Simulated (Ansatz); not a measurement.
Cuprite Cu₂O, relaxed in Ansatz (plane waves) with several semilocal functionals. Each gives its own volume and its own bulk modulus:

| level | V0 (Å³/atom) | bulk modulus B0 (GPa) | ln V0 | ln B0 |
|---|---|---|---|---|
| LDA | 12.055 | 147.5 | 2.4895 | 4.9938 |
| r²SCAN+rVV10 | 12.605 | 132.1 | 2.5341 | 4.8836 |
| r²SCAN-D4 | 12.620 | 131.4 | 2.5353 | 4.8782 |
| PBE-D4 | 12.822 | 123.0 | 2.5512 | 4.8122 |
| PBE | 13.237 | 111.8 | 2.5830 | 4.7167 |
| RPBE | 13.764 | 97.65 | 2.6221 | 4.5814 |

Task: Fit a straight line to ln B0 against ln V0. What does it predict for PBE-D3(BJ), whose volume is 12.808 Å³/atom?

Result: With x = ln V0 and y = ln B0: means 2.55253 and 4.81098; Σ(Δx Δy) = -0.03287, Σ(Δx²) = 0.01038, so the slope is -3.17. At x = 2.5501 the line gives y = 4.81098 + (-3.17) × (2.5501 − 2.55253) = 4.8187, or 123.8 GPa. The run with PBE-D3(BJ) gives 122.0 GPa, -1.5 % from the line. The rows used scatter about it by up to 1.7 %, while the largest value lies 51 % above the smallest. For comparison, PBE's own equation of state has B′ = 4.7, the slope −d ln B/d ln V at a fixed functional; the two needn't agree, since functionals also differ at one volume.

Measured: 106 GPa (measured, 4 K, zero-point motion not removed, pulse echo; as tabulated in Rimmer et al. (2014), arXiv:1402.1026).

Ansatz's density-functional and Hartree–Fock values are scalar-relativistic unless marked +SOC, with PAW data made under PBE.

Ansatz is a quantum-chemistry and plane-wave program.
